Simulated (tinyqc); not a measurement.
RHF in the sto-6g basis, for H3O+, spin multiplicity 1, step by step (part 1 of 2). Computed by tinyqc, a small Python program that keeps every step (integrals from PySCF). Settings: charge = 1, multiplicity = 1, basis = sto-6g, energy threshold = 1e-09, iteration cap = 88, orthogonalisation = symmetric, start = core, DIIS depth = 0, method = RHF. Command: `OMP_NUM_THREADS=1 python tinyqc.py 20420 20421 out.jsonl` (the two numbers bound the seeds that draw the settings). One thread of a shared host (Intel(R) Xeon(R) Processor @ 2.60GHz), about 0.2 s of CPU time with the checks. Later iterations appear only in the table of the cycle.

## One-electron integrals

Geometry (angstrom):
```
atom,x,y,z
O,0.000000,0.000000,0.093000
H,0.954000,0.000000,0.000000
H,-0.477000,0.826000,0.000000
H,-0.477000,-0.826000,0.000000
```

Basis sto-6g: exponents (1/bohr^2) and contraction coefficients of normalised primitives:
```
element,l (shell),exponent,coefficient
O,s (1),1355.584234,0.009164
O,s (1),248.544885,0.049361
O,s (1),69.533902,0.168538
O,s (1),23.886772,0.370563
O,s (1),9.275933,0.416492
O,s (1),3.820341,0.130334
O,s (2),52.187762,-0.013253
O,s (2),10.329320,-0.046992
O,s (2),3.210345,-0.033785
O,s (2),1.235135,0.250242
O,s (2),0.536420,0.595117
O,s (2),0.245881,0.240706
O,p (3),52.187762,0.003760
O,p (3),10.329320,0.037679
O,p (3),3.210345,0.173897
O,p (3),1.235135,0.418036
O,p (3),0.536420,0.425860
O,p (3),0.245881,0.101708
H,s (1),35.523221,0.009164
H,s (1),6.513144,0.049361
H,s (1),1.822143,0.168538
H,s (1),0.625955,0.370563
H,s (1),0.243077,0.416492
H,s (1),0.100112,0.130334
```

Overlap, kinetic and nuclear-attraction integrals over the contracted functions; the nuclear repulsion is the sum of Za Zb / Rab.

nuclear repulsion = 14.21218682 hartree

overlap S, lower triangle:
```
,1O 1s,1O 2s,1O 2px,1O 2py,1O 2pz,2H 1s,3H 1s,4H 1s
1O 1s,1.000000
1O 2s,0.231145,1.000000
1O 2px,0.000000,0.000000,1.000000
1O 2py,0.000000,0.000000,0.000000,1.000000
1O 2pz,0.000000,0.000000,0.000000,0.000000,1.000000
2H 1s,0.055262,0.475928,0.390403,0.000000,-0.038058,1.000000
3H 1s,0.055283,0.476034,-0.195263,0.338128,-0.038070,0.205490,1.000000
4H 1s,0.055283,0.476034,-0.195263,-0.338128,-0.038070,0.205490,0.205577,1.000000
```

kinetic energy T (hartree), lower triangle:
```
,1O 1s,1O 2s,1O 2px,1O 2py,1O 2pz,2H 1s,3H 1s,4H 1s
1O 1s,29.327197
1O 2s,-0.896024,0.842618
1O 2px,0.000000,0.000000,2.531309
1O 2py,0.000000,0.000000,0.000000,2.531309
1O 2pz,0.000000,0.000000,0.000000,0.000000,2.531309
2H 1s,-0.002473,0.127334,0.279550,0.000000,-0.027252,0.768522
3H 1s,-0.002467,0.127412,-0.139860,0.242190,-0.027268,-0.001953,0.768522
4H 1s,-0.002467,0.127412,-0.139860,-0.242190,-0.027268,-0.001953,-0.001938,0.768522
```

nuclear attraction V (hartree), lower triangle:
```
,1O 1s,1O 2s,1O 2px,1O 2py,1O 2pz,2H 1s,3H 1s,4H 1s
1O 1s,-62.914730
1O 2s,-6.534153,-10.634626
1O 2px,0.000008,0.000081,-10.695025
1O 2py,0.000000,0.000000,0.000000,-10.695029
1O 2pz,0.004769,0.053086,-0.000009,0.000000,-10.512598
2H 1s,-1.785139,-4.050264,-2.979355,0.000000,0.305743,-6.134870
3H 1s,-1.785811,-4.051387,1.490276,-2.580600,0.305858,-1.420074,-6.135541
4H 1s,-1.785811,-4.051387,1.490276,2.580600,0.305858,-1.420074,-1.420696,-6.135541
```

core Hamiltonian H = T + V (hartree), lower triangle:
```
,1O 1s,1O 2s,1O 2px,1O 2py,1O 2pz,2H 1s,3H 1s,4H 1s
1O 1s,-33.587533
1O 2s,-7.430177,-9.792008
1O 2px,0.000008,0.000081,-8.163716
1O 2py,0.000000,0.000000,0.000000,-8.163720
1O 2pz,0.004769,0.053086,-0.000009,0.000000,-7.981289
2H 1s,-1.787613,-3.922930,-2.699805,0.000000,0.278491,-5.366348
3H 1s,-1.788278,-3.923975,1.350416,-2.338410,0.278590,-1.422027,-5.367019
4H 1s,-1.788278,-3.923975,1.350416,2.338410,0.278590,-1.422027,-1.422634,-5.367019
```

## Two-electron integrals

Functions are numbered as in S; the eight-fold symmetry (ij|kl) = (ji|kl) = (kl|ij) leaves the list below.

Two-electron integrals (ij|kl) in chemists' order, unique and non-zero (hartree):
```
i,j,k,l,(ij|kl)
1,1,1,1,4.787491
2,1,1,1,0.675884
2,1,2,1,0.121505
2,2,1,1,1.117379
2,2,2,1,0.249212
2,2,2,2,0.817383
3,1,3,1,0.025762
3,2,3,1,0.039145
3,2,3,2,0.180664
3,3,1,1,1.117381
3,3,2,1,0.249212
3,3,2,2,0.817382
3,3,3,3,0.880663
4,1,4,1,0.025762
4,2,4,1,0.039145
4,2,4,2,0.180664
4,3,4,3,0.047461
4,4,1,1,1.117381
4,4,2,1,0.249212
4,4,2,2,0.817382
4,4,3,3,0.785741
4,4,4,4,0.880663
5,1,5,1,0.025762
5,2,5,1,0.039145
5,2,5,2,0.180664
5,3,5,3,0.047461
5,4,5,4,0.047461
5,5,1,1,1.117381
5,5,2,1,0.249212
5,5,2,2,0.817382
5,5,3,3,0.785741
5,5,4,4,0.785741
5,5,5,5,0.880663
6,1,1,1,0.172537
6,1,2,1,0.029717
6,1,2,2,0.059575
6,1,3,1,0.001442
6,1,3,2,0.002811
6,1,3,3,0.059830
6,1,4,4,0.059445
6,1,5,1,-0.000141
6,1,5,2,-0.000274
6,1,5,3,-0.000038
6,1,5,5,0.059449
6,1,6,1,0.007409
6,2,1,1,0.402703
6,2,2,1,0.090991
6,2,2,2,0.328364
6,2,3,1,0.007213
6,2,3,2,0.052247
6,2,3,3,0.338867
6,2,4,4,0.323037
6,2,5,1,-0.000703
6,2,5,2,-0.005093
6,2,5,3,-0.001543
6,2,5,5,0.323188
6,2,6,1,0.022348
6,2,6,2,0.161221
6,3,1,1,0.281419
6,3,2,1,0.064514
6,3,2,2,0.248338
6,3,3,1,0.014869
6,3,3,2,0.095136
6,3,3,3,0.270868
6,3,4,4,0.237016
6,3,5,1,-0.000443
6,3,5,2,-0.003680
6,3,5,3,-0.002239
6,3,5,5,0.237130
6,3,6,1,0.016607
6,3,6,2,0.148294
6,3,6,3,0.158459
6,4,4,1,0.010323
6,4,4,2,0.057384
6,4,4,3,0.010885
6,4,5,4,-0.001061
6,4,6,4,0.023359
6,5,1,1,-0.027434
6,5,2,1,-0.006289
6,5,2,2,-0.024209
6,5,3,1,-0.000443
6,5,3,2,-0.003680
6,5,3,3,-0.024283
6,5,4,4,-0.023105
6,5,5,1,0.010366
6,5,5,2,0.057743
6,5,5,3,0.011000
6,5,5,5,-0.025239
6,5,6,1,-0.001619
6,5,6,2,-0.014456
6,5,6,3,-0.013170
6,5,6,5,0.024642
6,6,1,1,0.531270
6,6,2,1,0.122260
6,6,2,2,0.502688
6,6,3,1,0.013099
6,6,3,2,0.127781
6,6,3,3,0.542719
6,6,4,4,0.482386
6,6,5,1,-0.001277
6,6,5,2,-0.012457
6,6,5,3,-0.005882
6,6,5,5,0.482959
6,6,6,1,0.030377
6,6,6,2,0.306237
6,6,6,3,0.322043
6,6,6,5,-0.031394
6,6,6,6,0.774999
7,1,1,1,0.172602
7,1,2,1,0.029728
7,1,2,2,0.059597
7,1,3,1,-0.000721
7,1,3,2,-0.001406
7,1,3,3,0.059564
7,1,4,1,0.001249
7,1,4,2,0.002435
7,1,4,3,-0.000167
7,1,4,4,0.059756
7,1,5,1,-0.000141
7,1,5,2,-0.000274
7,1,5,3,0.000019
7,1,5,4,-0.000033
7,1,5,5,0.059471
7,1,6,1,0.007281
7,1,6,2,0.021484
7,1,6,3,0.014858
7,1,6,4,0.000634
7,1,6,5,-0.001555
7,1,6,6,0.028712
7,1,7,1,0.007414
7,2,1,1,0.402815
7,2,2,1,0.091016
7,2,2,2,0.328450
7,2,3,1,-0.003608
7,2,3,2,-0.026134
7,2,3,3,0.327081
7,2,4,1,0.006247
7,2,4,2,0.045255
7,2,4,3,-0.006856
7,2,4,4,0.334995
7,2,5,1,-0.000703
7,2,5,2,-0.005095
7,2,5,3,0.000772
7,2,5,4,-0.001337
7,2,5,5,0.323272
7,2,6,1,0.021482
7,2,6,2,0.128208
7,2,6,3,0.089687
7,2,6,4,0.014191
7,2,6,5,-0.011140
7,2,6,6,0.197541
7,2,7,1,0.022362
7,2,7,2,0.161299
7,3,1,1,-0.140763
7,3,2,1,-0.032269
7,3,2,2,-0.124214
7,3,3,1,0.011464
7,3,3,2,0.066844
7,3,3,3,-0.130951
7,3,4,1,-0.001969
7,3,4,2,-0.016352
7,3,4,3,0.012045
7,3,4,4,-0.123083
7,3,5,1,0.000222
7,3,5,2,0.001841
7,3,5,3,-0.001356
7,3,5,4,0.000510
7,3,5,5,-0.118608
7,3,6,1,-0.006880
7,3,6,2,-0.032557
7,3,6,3,-0.005384
7,3,6,4,-0.002837
7,3,6,5,0.002749
7,3,6,6,-0.035618
7,3,7,1,-0.008310
7,3,7,2,-0.074190
7,3,7,3,0.057169
7,4,1,1,0.243752
7,4,2,1,0.055879
7,4,2,2,0.215096
7,4,3,1,-0.001969
7,4,3,2,-0.016352
7,4,3,3,0.207906
7,4,4,1,0.013736
7,4,4,2,0.085716
7,4,4,3,-0.009977
7,4,4,4,0.231993
7,4,5,1,-0.000384
7,4,5,2,-0.003188
7,4,5,3,0.000510
7,4,5,4,-0.001945
7,4,5,5,0.205388
7,4,6,1,0.013181
7,4,6,2,0.084758
7,4,6,3,0.058646
7,4,6,4,0.026843
7,4,6,5,-0.007228
7,4,6,6,0.131695
7,4,7,1,0.014389
7,4,7,2,0.128472
7,4,7,3,-0.058527
7,4,7,4,0.124720
7,5,1,1,-0.027444
7,5,2,1,-0.006291
7,5,2,2,-0.024218
7,5,3,1,0.000222
7,5,3,2,0.001841
7,5,3,3,-0.023408
7,5,4,1,-0.000384
7,5,4,2,-0.003188
7,5,4,3,0.000510
7,5,4,4,-0.023997
7,5,5,1,0.010370
7,5,5,2,0.057760
7,5,5,3,-0.005502
7,5,5,4,0.009528
7,5,5,5,-0.025248
7,5,6,1,-0.001555
7,5,6,2,-0.011141
7,5,6,3,-0.007635
7,5,6,4,-0.001234
7,5,6,5,0.018850
7,5,6,6,-0.018769
7,5,7,1,-0.001620
7,5,7,2,-0.014465
7,5,7,3,0.006590
7,5,7,4,-0.011411
7,5,7,5,0.024656
7,6,1,1,0.136228
7,6,2,1,0.031007
7,6,2,2,0.119240
7,6,3,1,0.001016
7,6,3,2,0.008399
7,6,3,3,0.120034
7,6,4,1,0.001760
7,6,4,2,0.014547
7,6,4,3,0.000456
7,6,4,4,0.120560
7,6,5,1,-0.000396
7,6,5,2,-0.003276
7,6,5,3,-0.000375
7,6,5,4,-0.000649
7,6,5,5,0.117127
7,6,6,1,0.007500
7,6,6,2,0.055901
7,6,6,3,0.047804
7,6,6,4,0.005800
7,6,6,5,-0.005640
7,6,6,6,0.105283
7,6,7,1,0.007503
7,6,7,2,0.055912
7,6,7,3,-0.018885
7,6,7,4,0.044303
7,6,7,5,-0.005641
7,6,7,6,0.023125
7,7,1,1,0.531347
7,7,2,1,0.122277
7,7,2,2,0.502747
7,7,3,1,-0.006552
7,7,3,2,-0.063910
7,7,3,3,0.497532
7,7,4,1,0.011346
7,7,4,2,0.110671
7,7,4,3,-0.026131
7,7,4,4,0.527692
7,7,5,1,-0.001277
7,7,5,2,-0.012460
7,7,5,3,0.002942
7,7,5,4,-0.005095
7,7,5,5,0.483015
7,7,6,1,0.028706
7,7,6,2,0.197511
7,7,6,3,0.131848
7,7,6,4,0.035008
7,7,6,5,-0.018765
7,7,6,6,0.316488
7,7,7,1,0.030393
7,7,7,2,0.306325
7,7,7,3,-0.161084
7,7,7,4,0.278943
7,7,7,5,-0.031406
7,7,7,6,0.105283
7,7,7,7,0.774999
8,1,1,1,0.172602
8,1,2,1,0.029728
8,1,2,2,0.059597
8,1,3,1,-0.000721
8,1,3,2,-0.001406
8,1,3,3,0.059564
8,1,4,1,-0.001249
8,1,4,2,-0.002435
8,1,4,3,0.000167
8,1,4,4,0.059756
8,1,5,1,-0.000141
8,1,5,2,-0.000274
8,1,5,3,0.000019
8,1,5,4,0.000033
8,1,5,5,0.059471
8,1,6,1,0.007281
8,1,6,2,0.021484
8,1,6,3,0.014858
8,1,6,4,-0.000634
8,1,6,5,-0.001555
8,1,6,6,0.028712
8,1,7,1,0.007284
8,1,7,2,0.021490
8,1,7,3,-0.007981
8,1,7,4,0.012552
8,1,7,5,-0.001556
8,1,7,6,0.007263
8,1,7,7,0.028717
8,1,8,1,0.007414
8,2,1,1,0.402815
8,2,2,1,0.091016
8,2,2,2,0.328450
8,2,3,1,-0.003608
8,2,3,2,-0.026134
8,2,3,3,0.327081
8,2,4,1,-0.006247
8,2,4,2,-0.045255
8,2,4,3,0.006856
8,2,4,4,0.334995
8,2,5,1,-0.000703
8,2,5,2,-0.005095
8,2,5,3,0.000772
8,2,5,4,0.001337
8,2,5,5,0.323272
8,2,6,1,0.021482
8,2,6,2,0.128208
8,2,6,3,0.089687
8,2,6,4,-0.014191
8,2,6,5,-0.011140
8,2,6,6,0.197541
8,2,7,1,0.021490
8,2,7,2,0.128245
8,2,7,3,-0.057158
8,2,7,4,0.070586
8,2,7,5,-0.011144
8,2,7,6,0.045627
8,2,7,7,0.197570
8,2,8,1,0.022362
8,2,8,2,0.161299
8,3,1,1,-0.140763
8,3,2,1,-0.032269
8,3,2,2,-0.124214
8,3,3,1,0.011464
8,3,3,2,0.066844
8,3,3,3,-0.130951
8,3,4,1,0.001969
8,3,4,2,0.016352
8,3,4,3,-0.012045
8,3,4,4,-0.123083
8,3,5,1,0.000222
8,3,5,2,0.001841
8,3,5,3,-0.001356
8,3,5,4,-0.000510
8,3,5,5,-0.118608
8,3,6,1,-0.006880
8,3,6,2,-0.032557
8,3,6,3,-0.005384
8,3,6,4,0.002837
8,3,6,5,0.002749
8,3,6,6,-0.035618
8,3,7,1,-0.007981
8,3,7,2,-0.057158
8,3,7,3,0.042977
8,3,7,4,-0.030753
8,3,7,5,0.004889
8,3,7,6,-0.015085
8,3,7,7,-0.096286
8,3,8,1,-0.008310
8,3,8,2,-0.074190
8,3,8,3,0.057169
8,4,1,1,-0.243752
8,4,2,1,-0.055879
8,4,2,2,-0.215096
8,4,3,1,0.001969
8,4,3,2,0.016352
8,4,3,3,-0.207906
8,4,4,1,0.013736
8,4,4,2,0.085716
8,4,4,3,-0.009977
8,4,4,4,-0.231993
8,4,5,1,0.000384
8,4,5,2,0.003188
8,4,5,3,-0.000510
8,4,5,4,-0.001945
8,4,5,5,-0.205388
8,4,6,1,-0.013181
8,4,6,2,-0.084758
8,4,6,3,-0.058646
8,4,6,4,0.026843
8,4,6,5,0.007228
8,4,6,6,-0.131695
8,4,7,1,-0.012552
8,4,7,2,-0.070586
8,4,7,3,0.030753
8,4,7,4,-0.021488
8,4,7,5,0.005996
8,4,7,6,-0.026121
8,4,7,7,-0.096692
8,4,8,1,-0.014389
8,4,8,2,-0.128472
8,4,8,3,0.058527
8,4,8,4,0.124720
8,5,1,1,-0.027444
8,5,2,1,-0.006291
8,5,2,2,-0.024218
8,5,3,1,0.000222
8,5,3,2,0.001841
8,5,3,3,-0.023408
8,5,4,1,0.000384
8,5,4,2,0.003188
8,5,4,3,-0.000510
8,5,4,4,-0.023997
8,5,5,1,0.010370
8,5,5,2,0.057760
8,5,5,3,-0.005502
8,5,5,4,-0.009528
8,5,5,5,-0.025248
8,5,6,1,-0.001555
8,5,6,2,-0.011141
8,5,6,3,-0.007635
8,5,6,4,0.001234
8,5,6,5,0.018850
8,5,6,6,-0.018769
8,5,7,1,-0.001556
8,5,7,2,-0.011144
8,5,7,3,0.004889
8,5,7,4,-0.005996
8,5,7,5,0.018856
8,5,7,6,-0.004459
8,5,7,7,-0.018773
8,5,8,1,-0.001620
8,5,8,2,-0.014465
8,5,8,3,0.006590
8,5,8,4,0.011411
8,5,8,5,0.024656
8,6,1,1,0.136228
8,6,2,1,0.031007
8,6,2,2,0.119240
8,6,3,1,0.001016
8,6,3,2,0.008399
8,6,3,3,0.120034
8,6,4,1,-0.001760
8,6,4,2,-0.014547
8,6,4,3,-0.000456
8,6,4,4,0.120560
8,6,5,1,-0.000396
8,6,5,2,-0.003276
8,6,5,3,-0.000375
8,6,5,4,0.000649
8,6,5,5,0.117127
8,6,6,1,0.007500
8,6,6,2,0.055901
8,6,6,3,0.047804
8,6,6,4,-0.005800
8,6,6,5,-0.005640
8,6,6,6,0.105283
8,6,7,1,0.007263
8,6,7,2,0.045627
8,6,7,3,-0.015085
8,6,7,4,0.026121
8,6,7,5,-0.004459
8,6,7,6,0.019121
8,6,7,7,0.071061
8,6,8,1,0.007503
8,6,8,2,0.055912
8,6,8,3,-0.018885
8,6,8,4,-0.044303
8,6,8,5,-0.005641
8,6,8,6,0.023125
8,7,1,1,0.136287
8,7,2,1,0.031020
8,7,2,2,0.119292
8,7,3,1,-0.002034
8,7,3,2,-0.016809
8,7,3,3,0.120877
8,7,4,4,0.119821
8,7,5,1,-0.000397
8,7,5,2,-0.003277
8,7,5,3,0.000750
8,7,5,5,0.117177
8,7,6,1,0.007263
8,7,6,2,0.045634
8,7,6,3,0.030170
8,7,6,5,-0.004459
8,7,6,6,0.071082
8,7,7,1,0.007506
8,7,7,2,0.055939
8,7,7,3,-0.028948
8,7,7,4,0.038520
8,7,7,5,-0.005644
8,7,7,6,0.019129
8,7,7,7,0.105336
8,7,8,1,0.007506
8,7,8,2,0.055939
8,7,8,3,-0.028948
8,7,8,4,-0.038520
8,7,8,5,-0.005644
8,7,8,6,0.019129
8,7,8,7,0.023146
8,8,1,1,0.531347
8,8,2,1,0.122277
8,8,2,2,0.502747
8,8,3,1,-0.006552
8,8,3,2,-0.063910
8,8,3,3,0.497532
8,8,4,1,-0.011346
8,8,4,2,-0.110671
8,8,4,3,0.026131
8,8,4,4,0.527692
8,8,5,1,-0.001277
8,8,5,2,-0.012460
8,8,5,3,0.002942
8,8,5,4,0.005095
8,8,5,5,0.483015
8,8,6,1,0.028706
8,8,6,2,0.197511
8,8,6,3,0.131848
8,8,6,4,-0.035008
8,8,6,5,-0.018765
8,8,6,6,0.316488
8,8,7,1,0.028717
8,8,7,2,0.197570
8,8,7,3,-0.096286
8,8,7,4,0.096692
8,8,7,5,-0.018773
8,8,7,6,0.071061
8,8,7,7,0.316539
8,8,8,1,0.030393
8,8,8,2,0.306325
8,8,8,3,-0.161084
8,8,8,4,-0.278943
8,8,8,5,-0.031406
8,8,8,6,0.105283
8,8,8,7,0.105336
8,8,8,8,0.774999
```

## Orthogonalisation

S = U s U^T; symmetric (Loewdin) form X = U s^(-1/2) U^T, so that X^T S X = 1.

eigenvalues of S: 0.329902  0.408104  0.408165  0.969725  1.010398  1.386319  1.386374  2.101013

X, lower triangle:
```
,1O 1s,1O 2s,1O 2px,1O 2py,1O 2pz,2H 1s,3H 1s,4H 1s
1O 1s,1.023661
1O 2s,-0.146592,1.341200
1O 2px,0.000004,-0.000065,1.132083
1O 2py,0.000000,0.000000,0.000000,1.132097
1O 2pz,0.002110,-0.025149,0.000006,0.000000,1.001974
2H 1s,0.018766,-0.280914,-0.285730,0.000000,0.022122,1.213079
3H 1s,0.018769,-0.281030,0.142916,-0.247507,0.022134,-0.069352,1.213194
4H 1s,0.018769,-0.281030,0.142916,0.247507,0.022134,-0.069352,-0.069384,1.213194
```

## Starting guess

The start is the orbitals of the core Hamiltonian; D = 2 C_occ C_occ^T.

D at the start, lower triangle:
```
,1O 1s,1O 2s,1O 2px,1O 2py,1O 2pz,2H 1s,3H 1s,4H 1s
1O 1s,2.134415
1O 2s,-0.641310,3.027187
1O 2px,0.000027,-0.000209,2.473502
1O 2py,0.000000,0.000000,0.000000,2.473545
1O 2pz,0.012723,-0.081869,0.000021,0.000000,2.007098
2H 1s,0.085897,-0.385581,-0.512064,0.000000,0.039650,0.155566
3H 1s,0.085927,-0.385741,0.256134,-0.443563,0.039671,-0.003454,0.155647
4H 1s,0.085927,-0.385741,0.256134,0.443563,0.039671,-0.003454,-0.003434,0.155647
```

## Iteration 1: building the Fock matrix

J_ij = sum D_kl (ij|kl), K_ij = sum D_kl (ik|jl); F = H + J - 0.5 K; E = tr D H + tr D J / 2 - 0.25 tr D K + E_nn.

Coulomb J (hartree), lower triangle:
```
,1O 1s,1O 2s,1O 2px,1O 2py,1O 2pz,2H 1s,3H 1s,4H 1s
1O 1s,19.035227
1O 2s,3.435635,8.957828
1O 2px,-0.000002,0.000006,8.954112
1O 2py,0.000000,0.000000,0.000000,8.954109
1O 2pz,-0.000957,0.002370,-0.000001,0.000000,8.965258
2H 1s,0.843972,3.482138,2.573827,0.000000,-0.249856,5.091631
3H 1s,0.844287,3.483056,-1.287377,2.229300,-0.249947,1.238386,5.092240
4H 1s,0.844287,3.483056,-1.287377,-2.229300,-0.249947,1.238386,1.238915,5.092240
```

exchange K (hartree), lower triangle:
```
,1O 1s,1O 2s,1O 2px,1O 2py,1O 2pz,2H 1s,3H 1s,4H 1s
1O 1s,9.917585
1O 2s,1.606440,2.868190
1O 2px,0.000000,0.000005,2.381548
1O 2py,0.000000,0.000000,0.000000,2.381542
1O 2pz,-0.000252,0.000912,-0.000002,0.000000,2.397053
2H 1s,0.421698,0.975001,0.533338,0.000000,-0.051490,0.493700
3H 1s,0.421852,0.975277,-0.266768,0.461955,-0.051510,0.280192,0.493948
4H 1s,0.421852,0.975277,-0.266768,-0.461955,-0.051510,0.280192,0.280304,0.493948
```

Fock matrix F (hartree), lower triangle:
```
,1O 1s,1O 2s,1O 2px,1O 2py,1O 2pz,2H 1s,3H 1s,4H 1s
1O 1s,-19.511098
1O 2s,-4.797762,-2.268275
1O 2px,0.000007,0.000085,-0.400379
1O 2py,0.000000,0.000000,0.000000,-0.400382
1O 2pz,0.003938,0.055000,-0.000009,0.000000,-0.214557
2H 1s,-1.154490,-0.928293,-0.392647,0.000000,0.054380,-0.521567
3H 1s,-1.154917,-0.928558,0.196422,-0.340087,0.054398,-0.323738,-0.521753
4H 1s,-1.154917,-0.928558,0.196422,0.340087,0.054398,-0.323738,-0.323871,-0.521753
```

total energy of this density = -73.99383282 hartree

## Iteration 1: diagonalisation and new density

Diagonalise F' = X^T F X, C = X C', fill 5 alpha and 5 beta electrons from the bottom; D = 2 C_occ C_occ^T. Each column has its largest component positive (the first on a tie).

F' = X^T F X (hartree), lower triangle:
```
,1,2,3,4,5,6,7,8
1,-19.173183
2,-2.476550,-1.077342
3,0.000000,-0.000004,-0.156237
4,0.000000,0.000000,0.000000,-0.156218
5,0.003357,0.016770,0.000002,0.000000,-0.210877
6,-0.208871,-0.414854,-0.416148,0.000000,0.037283,-0.031344
7,-0.209001,-0.415008,0.208150,-0.360471,0.037301,-0.088508,-0.031272
8,-0.209001,-0.415008,0.208150,0.360471,0.037301,-0.088508,-0.088540,-0.031272
```

orbital energies (hartree): MO1 -19.516707, MO2 -1.191595, MO3 -0.570316, MO4 -0.570313, MO5 -0.212705, MO6 0.251272, MO7 0.471256, MO8 0.471363

coefficients C:
```
,MO1,MO2,MO3,MO4,MO5,MO6,MO7,MO8
1O 1s,0.995270,-0.229232,-0.000028,0.000000,-0.024933,-0.163402,-0.000086,0.000000
1O 2s,0.023005,0.847919,0.000140,0.000000,0.128969,1.149642,0.000706,0.000000
1O 2px,-0.000002,-0.000092,0.658021,0.000000,-0.000012,0.000401,-0.985450,0.000000
1O 2py,0.000000,0.000000,0.000000,0.658032,0.000000,0.000000,0.000000,0.985474
1O 2pz,-0.000744,-0.049903,0.000003,0.000000,0.991642,-0.142177,-0.000083,0.000000
2H 1s,-0.004446,0.111591,0.438446,0.000000,-0.037144,-0.671801,0.992558,0.000000
3H 1s,-0.004447,0.111643,-0.219193,0.379698,-0.037138,-0.671155,-0.496838,-0.859996
4H 1s,-0.004447,0.111643,-0.219193,-0.379698,-0.037138,-0.671155,-0.496838,0.859996
```

D after iteration 1, lower triangle:
```
,1O 1s,1O 2s,1O 2px,1O 2py,1O 2pz,2H 1s,3H 1s,4H 1s
1O 1s,2.087463
1O 2s,-0.349379,1.472259
1O 2px,0.000002,0.000025,0.865984
1O 2py,0.000000,0.000000,0.000000,0.866012
1O 2pz,-0.028052,0.171120,-0.000011,0.000000,1.971689
2H 1s,-0.058182,0.179577,0.576994,0.000000,-0.084796,0.412174
3H 1s,-0.058173,0.179484,-0.288487,0.499707,-0.084793,-0.164493,0.412158
4H 1s,-0.058173,0.179484,-0.288487,-0.499707,-0.084793,-0.164493,-0.164523,0.412158
```

Within a degenerate level the vectors are fixed only up to a rotation; this is one choice.

## Iteration 2: building the Fock matrix

As before.

Coulomb J (hartree), lower triangle:
```
,1O 1s,1O 2s,1O 2px,1O 2py,1O 2pz,2H 1s,3H 1s,4H 1s
1O 1s,17.189379
1O 2s,3.050694,8.098096
1O 2px,-0.000005,-0.000031,8.096175
1O 2py,0.000000,0.000000,0.000000,8.096170
1O 2pz,0.003245,-0.000056,0.000002,0.000000,8.101940
2H 1s,0.751534,3.233149,2.437554,0.000000,-0.239396,5.016374
3H 1s,0.751816,3.234002,-1.219233,2.111274,-0.239483,1.174089,5.016915
4H 1s,0.751816,3.234002,-1.219233,-2.111274,-0.239483,1.174089,1.174597,5.016915
```

exchange K (hartree), lower triangle:
```
,1O 1s,1O 2s,1O 2px,1O 2py,1O 2pz,2H 1s,3H 1s,4H 1s
1O 1s,9.774550
1O 2s,1.519587,2.530346
1O 2px,-0.000003,-0.000048,1.857936
1O 2py,0.000000,0.000000,0.000000,1.857977
1O 2pz,-0.000509,0.035285,0.000006,0.000000,2.232397
2H 1s,0.397009,1.137572,0.836486,0.000000,-0.088909,1.181471
3H 1s,0.397155,1.137832,-0.418359,0.724480,-0.088930,0.353985,1.181707
4H 1s,0.397155,1.137832,-0.418359,-0.724480,-0.088930,0.353985,0.354146,1.181707
```

Fock matrix F (hartree), lower triangle:
```
,1O 1s,1O 2s,1O 2px,1O 2py,1O 2pz,2H 1s,3H 1s,4H 1s
1O 1s,-21.285429
1O 2s,-5.139277,-2.959085
1O 2px,0.000005,0.000074,-0.996509
1O 2py,0.000000,0.000000,0.000000,-0.996538
1O 2pz,0.008269,0.035387,-0.000010,0.000000,-0.995547
2H 1s,-1.234582,-1.258567,-0.680494,0.000000,0.083549,-0.940710
3H 1s,-1.235040,-1.258889,0.340362,-0.589375,0.083572,-0.424931,-0.940958
4H 1s,-1.235040,-1.258889,0.340362,0.589375,0.083572,-0.424931,-0.425110,-0.940958
```

total energy of this density = -76.01871244 hartree
